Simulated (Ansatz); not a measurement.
# CH₃F + HS radical: a complex and its separated parts, part 2 of 2

Ansatz 0.2.0, Gaussian basis. The steps go on from the part before.

## Step 14: wB97X-V/def2-TZVPP

The inputs:

parta/in.yaml

```yaml
crystal:
  periodic: [false, false, false]
  atoms:
    - {symbol: H, position_ang: [-0.691413, -0.420539, 0.552719]}
    - {symbol: C, position_ang: [0.302389, -0.854085, 0.420153]}
    - {symbol: F, position_ang: [1.041033, -0.041359, -0.409364]}
    - {symbol: H, position_ang: [0.217633, -1.844402, -0.032894]}
    - {symbol: H, position_ang: [0.805807, -0.930180, 1.386561]}
basis:
  gaussian: {orbitals: def2-TZVPP}
hamiltonian: {xc: {name: wB97X-V}}
```

partb/in.yaml

```yaml
crystal:
  periodic: [false, false, false]
  atoms:
    - {symbol: S, position_ang: [-1.423383, 2.374884, -0.924811]}
    - {symbol: H, position_ang: [-0.252067, 1.715680, -0.992463]}
basis:
  gaussian: {orbitals: def2-TZVPP}
magnetization: {spin_polarized: true, initial_magnetization: 1}
hamiltonian: {xc: {name: wB97X-V}}
```

Each run has its own folder and the same command.

Command:

```bash
$ ansatz run in.yaml --threads 4 --pin off --events-out ev --progress --plain --max-ram 9574MiB
```

Log of parta, shortened:

```text
Functional definition: wB97X-V
  name "wB97X-V"
  cite "Mardirossian & Head-Gordon, Phys. Chem. Chem. Phys. 16, 9904 (2014) doi:10.1039/C3CP54374A"
  cite "Becke, J. Chem. Phys. 107, 8554 (1997) doi:10.1063/1.475007"
  cite "Vydrov & Van Voorhis, J. Chem. Phys. 133, 244103 (2010) doi:10.1063/1.3521275"
[...]
      + integral(e_c_pw_opposite_spin*poly(b97_u_opposite, cos0, cos1)) + vv10(b, c)
513 factors; their error is unknown
129 factors; integrals over basis functions are off by at most 1.3e-5 eV
[...]
mean field -3802.92240855 eV, -139.7548208009 hartree, gradient 3.6e-5 eV, S^2 0.000000; 0 other end points of the search recorded, 0 dependent functions left out
reference -3802.92240730 eV, -139.7548207550 hartree; 9, 9 occupied and 95, 95 virtual orbitals, 513 factors
Total energy: -3802.92240730 eV, -139.7548207550 hartree
```

Output in partb, shortened:

```text
[... 5 set-up lines as earlier in the session ...]
[...]
      + integral(e_c_pw_opposite_spin*poly(b97_u_opposite, cos0, cos1)) + vv10(b, c)
350 factors; their error is unknown
66 factors; integrals over basis functions are off by at most 5.8e-5 eV
[...]
mean field -10848.91566032 eV, -398.6902968575 hartree, gradient 9.0e-5 eV, S^2 0.753653; 0 other end points of the search recorded, 0 dependent functions left out
reference -10848.91565956 eV, -398.6902968297 hartree; 9, 8 occupied and 47, 48 virtual orbitals, 350 factors
Total energy: -10848.91565956 eV, -398.6902968297 hartree
```

Wall times: 0.5 s (parta), 0.35 s (partb) on 4 threads of AMD EPYC 9R45, shared host.

## Step 15: wB97M-V/def2-TZVPP

The same edit goes into each in.yaml of step 14 (parta, partb):

```diff
-hamiltonian: {xc: {name: wB97X-V}}
+hamiltonian: {xc: {name: wB97M-V}}
```

Each run has its own folder and the same command.

Command:

```bash
$ ansatz run in.yaml --threads 4 --pin off --events-out ev --progress --plain --max-ram 9574MiB
```

Output in parta, shortened:

```text
Functional definition: wB97M-V
  name "wB97M-V"
  cite "Mardirossian & Head-Gordon, J. Chem. Phys. 144, 214110 (2016) doi:10.1063/1.4952647"
[... 2 set-up lines as earlier in the session ...]
  # Of w^i u^j: cxij and so on, Table III.
[...]
  gx(w, u) = 1 - cx + cx01*u + cx10*w
[...]
      + integral(e_c_pw_mod_opposite_spin*gos(b97_w_opposite, b97_u_opposite)) + vv10(b, c)
513 factors; their error is unknown
129 factors; integrals over basis functions are off by at most 1.3e-5 eV
[...]
mean field -3802.72399057 eV, -139.7475290745 hartree, gradient 5.5e-5 eV, S^2 0.000000; 0 other end points of the search recorded, 0 dependent functions left out
reference -3802.72402082 eV, -139.7475301862 hartree; 9, 9 occupied and 95, 95 virtual orbitals, 513 factors
Total energy: -3802.72402082 eV, -139.7475301862 hartree
```

Log of partb, shortened:

```text
[... 5 set-up lines as earlier in the session ...]
  # Of w^i u^j: cxij and so on, Table III.
[...]
  gx(w, u) = 1 - cx + cx01*u + cx10*w
[...]
      + integral(e_c_pw_mod_opposite_spin*gos(b97_w_opposite, b97_u_opposite)) + vv10(b, c)
350 factors; their error is unknown
66 factors; integrals over basis functions are off by at most 5.8e-5 eV
[...]
mean field -10849.89675527 eV, -398.7263514320 hartree, gradient 3.9e-5 eV, S^2 0.752508; 0 other end points of the search recorded, 0 dependent functions left out
reference -10849.89678055 eV, -398.7263523609 hartree; 9, 8 occupied and 47, 48 virtual orbitals, 350 factors
Total energy: -10849.89678055 eV, -398.7263523609 hartree
```

Wall times: 0.55 s (parta), 0.3 s (partb) on 4 threads of AMD EPYC 9R45, shared host.

## Step 16: B2PLYP/def2-TZVPP

The same edit goes into each in.yaml of step 15 (parta, partb):

```diff
-hamiltonian: {xc: {name: wB97M-V}}
+hamiltonian: {xc: {name: B2PLYP}}
```

The same command starts each run, in its folder.

Command:

```bash
$ ansatz run in.yaml --threads 4 --pin off --events-out ev --progress --plain --max-ram 9574MiB
```

Output in parta, shortened:

```text
Functional definition: B2PLYP
  name "B2PLYP"
  cite "Grimme, J. Chem. Phys. 124, 034108 (2006) doi:10.1063/1.2148954"
[... 2 set-up lines as earlier in the session ...]
[...]
623 factors; integrals over basis functions are off by at most 1.2e-3 eV
[...]
mean field -3797.92306928 eV, -139.5710984714 hartree, gradient 4.1e-6 eV, S^2 0.000000; 0 other end points of the search recorded, 0 dependent functions left out
2 core orbitals not correlated: weight in the atoms' cores, before any rotation towards them, 1.000 or more for the frozen orbitals, at most 0.000 for the correlated occupied ones
reference -3797.92318056 eV, -139.5711025606 hartree; 7, 7 occupied and 95, 95 virtual orbitals, 623 factors
second order -13.94588514 eV of doubles, -0.00000000 eV of singles
Total energy: -3801.68856954 eV, -139.7094780536 hartree
```

partb printed, shortened:

```text
[... 5 set-up lines as earlier in the session ...]
[...]
313 factors; integrals over basis functions are off by at most 1.3e-3 eV
[...]
mean field -10845.81489501 eV, -398.5763458341 hartree, gradient 4.0e-6 eV, S^2 0.756910; 0 other end points of the search recorded, 0 dependent functions left out
5 core orbitals not correlated: weight in the atoms' cores, before any rotation towards them, 1.000 or more for the frozen orbitals, at most 0.000 for the correlated occupied ones
reference -10845.81499101 eV, -398.5763493622 hartree; 4, 3 occupied and 47, 48 virtual orbitals, 313 factors
second order -5.07975115 eV of doubles, -0.00000000 eV of singles
Total energy: -10847.18652382 eV, -398.6267522633 hartree
```

They took 0.3 s (parta), 0.2 s (partb) on 4 threads of AMD EPYC 9R45, shared host.

## Step 17: PBE-QIDH/def2-TZVPP

The same edit goes into each in.yaml of step 16 (parta, partb):

```diff
-hamiltonian: {xc: {name: B2PLYP}}
+hamiltonian: {xc: {name: PBE-QIDH}}
```

Each run has its own folder and the same command.

Command:

```bash
$ ansatz run in.yaml --threads 4 --pin off --events-out ev --progress --plain --max-ram 9574MiB
```

Log of parta, shortened:

```text
Functional definition: PBE-QIDH
  name "PBE-QIDH"
  cite "Brémond, Sancho-García, Pérez-Jiménez & Adamo, J. Chem. Phys. 141, 031101 (2014) doi:10.1063/1.4890314"
[... 1 set-up line as earlier in the session ...]
[...]
623 factors; integrals over basis functions are off by at most 1.2e-3 eV
[...]
mean field -3795.39657220 eV, -139.4782514163 hartree, gradient 7.3e-6 eV, S^2 0.000000; 0 other end points of the search recorded, 0 dependent functions left out
2 core orbitals not correlated: weight in the atoms' cores, before any rotation towards them, 1.000 or more for the frozen orbitals, at most 0.000 for the correlated occupied ones
reference -3795.39657977 eV, -139.4782516945 hartree; 7, 7 occupied and 95, 95 virtual orbitals, 623 factors
second order -13.04736030 eV of doubles, -0.00000000 eV of singles
Total energy: -3799.74569987 eV, -139.6380789102 hartree
```

Output in partb, shortened:

```text
[... 4 set-up lines as earlier in the session ...]
[...]
313 factors; integrals over basis functions are off by at most 1.3e-3 eV
[...]
mean field -10842.89699070 eV, -398.4691148285 hartree, gradient 9.8e-6 eV, S^2 0.759194; 0 other end points of the search recorded, 0 dependent functions left out
5 core orbitals not correlated: weight in the atoms' cores, before any rotation towards them, 1.000 or more for the frozen orbitals, at most 0.000 for the correlated occupied ones
reference -10842.89699737 eV, -398.4691150739 hartree; 4, 3 occupied and 47, 48 virtual orbitals, 313 factors
second order -4.69570274 eV of doubles, -0.00000000 eV of singles
Total energy: -10844.46223162 eV, -398.5266363715 hartree
```

They took 0.3 s (parta), 0.2 s (partb) on 4 threads of AMD EPYC 9R45, shared host.

## Step 18: RPA on PBE/def2-TZVPP

Each input of step 17 (parta, partb) changes in the same lines:

```diff
-hamiltonian: {xc: {name: PBE-QIDH}}
+hamiltonian: {xc: pbe}
+correlation: {method: rpa}
```

The same command starts each run, in its folder.

Command:

```bash
$ ansatz run in.yaml --threads 4 --pin off --events-out ev --progress --plain --max-ram 9574MiB
```

Output in parta, shortened:

```text
[... 4 set-up lines as earlier in the session ...]
[...]
623 factors; integrals over basis functions are off by at most 1.2e-3 eV
[...]
mean field -3800.00387290 eV, -139.6475665939 hartree, gradient 7.0e-6 eV, S^2 0.000000; 0 other end points of the search recorded, 0 dependent functions left out
2 core orbitals not correlated: weight in the atoms' cores, before any rotation towards them, 1.000 or more for the frozen orbitals, at most 0.000 for the correlated occupied ones
reference -3784.56999129 eV, -139.0803819064 hartree; 7, 7 occupied and 95, 95 virtual orbitals, 623 factors
Total energy: -3803.38886361 eV, -139.7719627080 hartree
```

Log of partb, shortened:

```text
[... 4 set-up lines as earlier in the session ...]
[...]
313 factors; integrals over basis functions are off by at most 1.3e-3 eV
[...]
mean field -10845.86332615 eV, -398.5781256457 hartree, gradient 6.8e-6 eV, S^2 0.753907; 2 other end points of the search recorded, 0 dependent functions left out
5 core orbitals not correlated: weight in the atoms' cores, before any rotation towards them, 1.000 or more for the frozen orbitals, at most 0.000 for the correlated occupied ones
reference -10832.50894007 eV, -398.0873610094 hartree; 4, 3 occupied and 47, 48 virtual orbitals, 313 factors
Total energy: -10840.39456809 eV, -398.3771524939 hartree
```

They took 0.3 s (parta), 0.2 s (partb) on 4 threads of AMD EPYC 9R45, shared host.

## Step 19: CCSD(T)/def2-TZVPP

parta/in.yaml, as its differences from that of step 18:

```diff
@@ -10,3 +10,2 @@
   gaussian: {orbitals: def2-TZVPP}
-hamiltonian: {xc: pbe}
-correlation: {method: rpa}
+correlation: {method: ccsd_t}
```

partb/in.yaml, as its differences from that of step 18:

```diff
@@ -8,3 +8,3 @@
 magnetization: {spin_polarized: true, initial_magnetization: 1}
-hamiltonian: {xc: pbe}
-correlation: {method: rpa}
+correlation: {method: ccsd_t}
+scf: {omitted_lower_state_checks: [cluster_reference]}
```

Each run has its own folder and the same command.

Command:

```bash
$ ansatz run in.yaml --threads 4 --pin off --events-out ev --progress --plain --max-ram 9574MiB
```

Log of parta, shortened:

```text
Functional definition: HF
  name "HF"
  cite "Fock, Z. Phys. 61, 126 (1930) doi:10.1007/BF01340294"
[... 1 set-up line as earlier in the session ...]
[...]
623 factors; integrals over basis functions are off by at most 1.2e-3 eV
[...]
mean field -3785.16422085 eV, -139.1022194399 hartree, gradient 1.1e-6 eV, S^2 0.000000; 0 other end points of the search recorded, 0 dependent functions left out
2 core orbitals not correlated: weight in the atoms' cores, before any rotation towards them, 1.000 or more for the frozen orbitals, at most 0.000 for the correlated occupied ones
reference -3785.16422085 eV, -139.1022194399 hartree; 7, 7 occupied and 95, 95 virtual orbitals, 623 factors
second order -11.75845944 eV of doubles, -0.00000000 eV of singles
cycle   1  -11.91685088 eV  change   -1.6e-1 eV  update   6.3e-2
[...]
cycle   8  -12.21473568 eV  change    9.6e-6 eV  update   1.1e-5
perturbative correction -0.35290260 eV, -0.0129689314 hartree
Total energy: -3797.73185914 eV, -139.5640716282 hartree
```

Output in partb, shortened:

```text
[... 4 set-up lines as earlier in the session ...]
[...]
313 factors; integrals over basis functions are off by at most 1.3e-3 eV
[...]
mean field -10832.81799960 eV, -398.0987187374 hartree, gradient 2.6e-6 eV, S^2 0.763752; 2 other end points of the search recorded, 0 dependent functions left out
[...]
reference -10832.81799960 eV, -398.0987187374 hartree; 4, 3 occupied and 47, 48 virtual orbitals, 313 factors
second order -4.12504673 eV of doubles, -0.00000000 eV of singles
cycle   1  -4.62878685 eV  change   -5.0e-1 eV  update   4.8e-2
[...]
cycle   9  -4.80860772 eV  change    1.6e-6 eV  update   3.8e-6
perturbative correction -0.16985166 eV, -0.0062419334 hartree
Total energy: -10837.79645898 eV, -398.2816737451 hartree
Checks for a lower state left out: cluster_reference
```

Times: 0.55 s (parta), 0.3 s (partb) on 4 threads of AMD EPYC 9R45, shared host.

## Step 20: Vibrations of CH₃F

Contents of vib-parta/in.yaml:

```yaml
crystal:
  periodic: [false, false, false]
  atoms:
    - {symbol: H, position_ang: [-0.691413, -0.420539, 0.552719]}
    - {symbol: C, position_ang: [0.302389, -0.854085, 0.420153]}
    - {symbol: F, position_ang: [1.041033, -0.041359, -0.409364]}
    - {symbol: H, position_ang: [0.217633, -1.844402, -0.032894]}
    - {symbol: H, position_ang: [0.805807, -0.930180, 1.386561]}
basis:
  gaussian: {orbitals: def2-TZVP}
hamiltonian: {xc: pbe0, dispersion: d4}
phonons: {temperatures: {t_min: 298.15, t_max: 900, t_step: 200}}
```

Command:

```bash
$ ansatz run in.yaml --threads 4 --pin off --events-out ev --progress --plain --max-ram 9574MiB
```

The program printed, shortened:

```text
[... 5 set-up lines as earlier in the session ...]
[...]
468 factors; their error is unknown
[...]
mean field -3800.17369461 eV, -139.6538074266 hartree, gradient 4.7e-6 eV, S^2 0.000000; 0 other end points of the search recorded, 0 dependent functions left out
[...]
Atom 2 at     1.041033    -0.041359    -0.409364 Å, force    -0.000108     0.000001     0.000044 eV/Å
Atom 3 at     0.217633    -1.844402    -0.032894 Å, force    -0.000037    -0.001106    -0.000812 eV/Å
Atom 4 at     0.805807    -0.930180     1.386561 Å, force     0.000768     0.000144     0.001129 eV/Å
Dipole moment:    -0.200503    -0.220618     0.225174 e Å
Vibrations: 1096.73 1198.64 1198.66 1485.04 1489.18 1489.20 3043.77 3131.20 3131.26 cm⁻¹, zero-point energy 1.070212 eV
```

Run time: 2.4 s. Hardware: 4 threads of AMD EPYC 9R45, shared host.

Wavenumbers and character of the modes:

| mode | wavenumber (cm⁻¹) | character |
| --- | --- | --- |
| 1 | 1097 | C–F stretch |
| 2 | 1199 | bend |
| 3 | 1199 | bend |
| 4 | 1485 | bend |
| 5 | 1489 | bend |
| 6 | 1489 | bend |
| 7 | 3044 | C–H stretch |
| 8 | 3131 | C–H stretch |
| 9 | 3131 | C–H stretch |

Vibrational sums (real modes only):

| T (K) | entropy (J/mol/K) | heat capacity (J/mol/K) |
| --- | --- | --- |
| 298 | 0.8 | 3.9 |
| 498 | 5.8 | 17.2 |
| 698 | 13.6 | 29.5 |
| 898 | 22.2 | 39.0 |

## Step 21: Vibrations of HS radical

Contents of vib-partb/in.yaml:

```yaml
crystal:
  periodic: [false, false, false]
  atoms:
    - {symbol: S, position_ang: [-1.423383, 2.374884, -0.924811]}
    - {symbol: H, position_ang: [-0.252067, 1.715680, -0.992463]}
basis:
  gaussian: {orbitals: def2-TZVP}
magnetization: {spin_polarized: true, initial_magnetization: 1}
hamiltonian: {xc: pbe0, dispersion: d4}
phonons: {temperatures: {t_min: 298.15, t_max: 900, t_step: 200}}
```

Command:

```bash
$ ansatz run in.yaml --threads 4 --pin off --events-out ev --progress --plain --max-ram 9574MiB
```

The program printed, shortened:

```text
[... 5 set-up lines as earlier in the session ...]
[...]
315 factors; their error is unknown
[...]
mean field -10846.79027836 eV, -398.6121905112 hartree, gradient 3.4e-5 eV, S^2 0.755372; 0 other end points of the search recorded, 0 dependent functions left out
[...]
reference -10846.79021339 eV, -398.6121881237 hartree; 9, 8 occupied and 34, 35 virtual orbitals, 315 factors
Total energy: -10846.79534450 eV, -398.6123766884 hartree
Atom 0 at    -1.423383     2.374884    -0.924811 Å, force    -0.000078     0.000044     0.000004 eV/Å
Atom 1 at    -0.252067     1.715680    -0.992463 Å, force     0.000078    -0.000044    -0.000004 eV/Å
Dipole moment:     0.162826    -0.091637    -0.009404 e Å
Vibrations: 2704.34 cm⁻¹, zero-point energy 0.167648 eV
```

Wall time 0.9 s (4 threads of AMD EPYC 9R45, shared host).

The modes, with what each moves most:

| mode | wavenumber (cm⁻¹) | character |
| --- | --- | --- |
| 1 | 2704 | S–H stretch |

Vibrational sums (real modes only):

| T (K) | entropy (J/mol/K) | heat capacity (J/mol/K) |
| --- | --- | --- |
| 298 | 0.0 | 0.0 |
| 498 | 0.0 | 0.2 |
| 698 | 0.2 | 1.0 |
| 898 | 0.6 | 2.1 |

## Step 22: Complex less separated parts

The complex's own energies come from single points at the same levels.

Rows are in def2-TZVPP; times add the 3 runs of a level on a shared host, so small differences are noise.

Differences are taken before rounding.

| method | rung | complex less parts (kJ/mol) | from CCSD(T) (kJ/mol) | time |
| --- | --- | --- | --- | --- |
| SPW92 | LDA | -18.3 | -8.7 | 1.4 s |
| PBE-D4 | GGA | -12.8 | -3.1 | 2.7 s |
| BLYP-D4 | GGA | -11.4 | -1.7 | 2.8 s |
| r2SCAN-D4 | meta-GGA | -11.0 | -1.3 | 6.7 s |
| B97M-V | meta-GGA | -11.4 | -1.7 | 8.9 s |
| PBE0-D4 | hybrid | -11.3 | -1.6 | 2.7 s |
| B3LYP-D4 | hybrid | -11.2 | -1.5 | 2.4 s |
| r2SCAN0-D4 | hybrid | -10.6 | -0.9 | 4.2 s |
| BHLYP-D4 | hybrid | -11.3 | -1.6 | 2.7 s |
| CAM-B3LYP-D4 | range-separated hybrid | -12.2 | -2.5 | 3 s |
| wB97X-V | range-separated hybrid | -11.2 | -1.5 | 6.9 s |
| wB97M-V | range-separated hybrid | -11.0 | -1.3 | 6.9 s |
| B2PLYP | double hybrid | -8.6 | +1.1 | 4.3 s |
| PBE-QIDH | double hybrid | -9.1 | +0.6 | 4.1 s |
| RPA on PBE | RPA | -7.3 | +2.4 | 4.9 s |
| Hartree-Fock | wavefunction | -2.9 | +6.8 |  |
| MP2 | wavefunction | -10.2 | -0.5 |  |
| CCSD | wavefunction | -8.6 | +1.1 |  |
| CCSD(T) | wavefunction | -9.7 | 0 | 19 s |

Among the levels timed on like hardware and quicker than the yardstick, those that no quicker one beats, quickest first: SPW92 (1.4 s, -8.7 kJ/mol); B3LYP-D4 (2.4 s, -1.5 kJ/mol); PBE-QIDH (4.1 s, +0.6 kJ/mol).

For cost: PBE-QIDH gets within 0.6 kJ/mol in 4.1 s, where CCSD(T) took 19 s; the quickest level in the cost chart, SPW92, takes 1.4 s and misses by 8.7 kJ/mol.

The complex's zero-point energy, from a separate PBE0-D4 run, is 1.277 eV.

## Step 23: Outcome

What follows sums up all 2 parts.

| quantity | value |
| --- | --- |
| complex less parts, CCSD(T)/def2-TZVPP | -9.7 kJ/mol |
| with zero-point energy | -5.9 kJ/mol |
| largest T1 diagnostic | 0.012 |

**Reading.** At CCSD(T) the complex lies 9.7 kJ/mol below its parts. Among the functionals PBE-QIDH lands nearest to CCSD(T) (+0.6 kJ/mol) and SPW92 farthest (-8.7 kJ/mol). Mean unsigned error by rung: LDA 8.7, GGA 2.4, meta-GGA 1.5, hybrid 1.4, range-separated hybrid 1.8, double hybrid 0.9 kJ/mol. The double hybrids carry no dispersion term here, unlike the levels marked D4 or V. PBE-D4 gives a relative energy 3.1 kJ/mol too low, an error of 32 % of the reference. No counterpoise was applied, and triple zeta lacks some correlation, so the CCSD(T) reference has a basis error of its own, and close matches with it are partly luck.
